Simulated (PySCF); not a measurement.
**methyl propyl ketone: calculation against experiment**

**What was measured.**

From NIST CCCBDB Release 22 (SRD 101), experimental polarizabilities, for the gas: mean polarisability 9.93 Å³.

The results are set against them at the end.

Species: methyl propyl ketone, C5H10O.
Atom-mapped SMILES: `[CH3:1][CH2:2][CH2:3][C:4]([CH3:5])=[O:6]` (hydrogens: H7, H8, H9 on C1; H10, H11 on C2; H12, H13 on C3; H14, H15, H16 on C5)

Cartesian coordinates in Å at the PBE0-D3(BJ)/def2-SVP level; atoms count from 1:
```xyz
16
C5H10O angstrom
C     -2.3745    0.2054    0.7008
C     -1.2508   -0.4509   -0.0835
C      0.1002    0.1974    0.1563
C      1.2415   -0.4647   -0.5869
C      2.5943    0.1962   -0.4729
O      1.0776   -1.4678   -1.2393
H     -2.4901    1.2677    0.4309
H     -3.3386   -0.2905    0.5124
H     -2.1869    0.1619    1.7860
H     -1.4708   -0.4244   -1.1634
H     -1.1783   -1.5211    0.1677
H      0.3575    0.1892    1.2326
H      0.0862    1.2692   -0.1162
H      2.8654    0.3607    0.5814
H      3.3538   -0.4241   -0.9646
H      2.5671    1.1875   -0.9539
```

The PySCF runs (gas phase, on this PBE0-D3(BJ)/def2-SVP geometry; no spin–orbit coupling):

```json
{"level": "B3LYP/def2-SVPD", "job": "6 singlets by full TDDFT, polarisability, dynamic polarisability, density and orbital grids written", "basis functions": "203", "wall time": "32 s"}
```

Hardware: one thread of an INTEL XEON PLATINUM 8581C at 2.10 GHz, on a shared host.

**Comparison with experiment**

**Mean polarisability.** Measured: 9.93 Å³ (NIST CCCBDB Release 22 (SRD 101), experimental polarizabilities).

```csv
level,computed (Å³),computed − measured (Å³),% (from the printed values)
B3LYP/def2-SVPD,9.79,-0.14,-1
```

The computed values are static and purely electronic, with core orbitals frozen in the response (1 au = 0.148185 Å³). The table of measured values doesn't say here whether a value is static or optical, or holds a vibrational part. The measurement averages over conformers, the calculation has one.

No measured geometry was used, and the causes of the misses weren't examined.
